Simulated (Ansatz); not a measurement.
Several solutions for singlet CH2

```xyz
3

C     0.0000    0.0000    0.0000
H     1.2077    0.0000    0.9780
H    -1.2077    0.0000    0.9780
```

Basis set: 6-31G (spherical functions). Charge 0, multiplicity 1.

PBE0 (unrestricted) was run from several starts with Ansatz (development build ahead of 0.2.0).

```
run  program                        start  converged  energy (hartree)  <S²>
  A   Ansatz      stability test followed        yes         -38.96729  0.47
  B   Ansatz  search for the lowest state        yes         -38.96729  0.47
  C   Ansatz      atomic start, no search        yes         -38.96221  0.00
```

**Question.** Which runs reached the lowest solution of this kind, and what is wrong with the others?

**Answer.** A, B reached the lowest solution found. Converged but too high: C by 0.14 eV. Convergence only shows a stationary point, and even a stable one can lie too high; stability tests and further starts are what find lower ones. Caution: another spin multiplicity may lie lower. Caution: the unrestricted determinant is spin contaminated.
